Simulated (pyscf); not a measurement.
Structures and frequencies: ωB97X-D3(BJ)/def2-SVP in PySCF. Correlated levels are frozen-core, on RHF or UHF. ΔMP2 is the change of the MP2 total energy from the triple- to the quadruple-zeta basis.

**Question.** `[CH3][O][GaH2]` -> `[CH3][OH]` + `[GaH]` [singlet]
Surface: singlet. Broken: Ga–O, Ga–H. Formed: H–O. Give ΔE‡ and ΔE from CCSD(T)/def2-TZVPP + ΔMP2(QZVPP), relative to the reactant's lowest minimum found.

**Answer.** ΔE‡ = 249.7 kJ/mol, ΔE = +139.6 kJ/mol. Zero-point energy shifts the barrier by -8.2 kJ/mol. It is a 1,1-elimination, with an imaginary mode of 1511i cm⁻¹. On the product side the descent ends in a bound adduct, 48.7 kJ/mol under the separated species and 158.9 kJ/mol under the saddle at ωB97X-D3(BJ)/def2-TZVP. At ωB97X-D3(BJ)/def2-TZVP the barrier from the zero used here is 262.2 kJ/mol. H₃C–O–GaH₂ lies 91.2 kJ/mol over its isomer H₃C–GaH–OH (electronic energy, ωB97M-D3(BJ)/def2-TZVP). This is the saddle that the search found; another between the same sides may lie lower. The CCSD(T) − MP2 part came from Ansatz, without density fitting, on the same reference. The frozen core leaves the outer d or s,p core shells of the metals and heavy elements correlated in the MP2 and CC values, and def2-TZVPP describes them poorly, which can shift differences by a few kcal/mol. Elements up to Kr have no core potential and no relativistic terms here.
